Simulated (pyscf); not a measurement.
# Four-centre exchange: HO–B(F)–F (SMILES OB(F)F) + SiH₄ (SMILES [SiH4]) → HO–B(F)–F (SMILES OB(F)F) + SiH₄ (SMILES [SiH4])

Gas phase, singlet surface, charge 0. Bonds broken: O1–H7, H5–Si6. Bonds formed: O1–H5, Si6–H7. Optimised with ωB97X-D3(BJ)/def2-SVP in PySCF.

Transition state (Å):

```xyz
10

O     -0.1362    -0.1821    -0.7058
B      0.1531     0.6377    -1.7216
F      1.4088     1.0119    -1.9982
F     -0.7924     1.1362    -2.5282
H      0.0223    -0.3353     0.6988
Si    -0.8327    -0.5955     2.2330
H     -0.9085    -0.2880     0.4769
H      0.4544    -0.8740     2.9255
H     -1.4748     0.6297     2.7729
H     -1.7294    -1.7782     2.2864
```

One imaginary mode, 2318i cm⁻¹; descent along it reached the two sides named.

```json
[
 {"bond": "O1–H7", "change": "breaks", "reactant side (Å)": "0.967", "saddle": "1.417", "product side": "2.9"},
 {"bond": "H5–Si6", "change": "breaks", "reactant side (Å)": "1.495", "saddle": "1.776", "product side": "3.0"},
 {"bond": "O1–H5", "change": "forms", "reactant side (Å)": "2.8", "saddle": "1.422", "product side": "0.965"},
 {"bond": "Si6–H7", "change": "forms", "reactant side (Å)": "2.9", "saddle": "1.784", "product side": "1.496"}
]
```

Electronic energies relative to the separated reactants (eV):

```
level                   barrier  reaction energy  reverse barrier
----------------------  -------  ---------------  ---------------
ωB97X-D3(BJ)/def2-TZVP     3.32             0.00             3.32
PBE/def2-TZVP              2.78             0.00             2.78
r²SCAN/def2-TZVP           3.04             0.00             3.04
B3LYP-D3(BJ)/def2-TZVP     3.15             0.00             3.15
PBE0-D3(BJ)/def2-TZVP      3.09             0.00             3.09
M06-2X/def2-TZVP           3.37             0.00             3.37
ωB97M-D3(BJ)/def2-TZVP     3.32             0.00             3.32
HF/def2-TZVP               4.36             0.00             4.36
```

With ωB97M-D3(BJ)/def2-TZVP energies and thermal terms (ideal gas, 1 atm, RRHO with modes under 100 cm⁻¹ raised to 100, one conformer, R ln 2 for chiral ones without a mode under 150 cm⁻¹), in eV:

| T (K) | ΔH‡ | ΔG‡ | ΔH | ΔG |
|---|---|---|---|---|
| 298 | 3.16 | 3.53 | 0.00 | 0.00 |
| 600 | 3.21 | 3.89 | 0.00 | 0.00 |
| 900 | 3.25 | 4.23 | 0.00 | 0.00 |
| 1200 | 3.30 | 4.55 | 0.00 | 0.00 |

The same reactants have a lower exit, to HO–SiH₃ + F–BH–F (barrier +1.05 eV at ωB97M-D3(BJ)/def2-TZVP, against +3.32 eV here). This is the saddle that the search found; another between the same sides may lie lower.
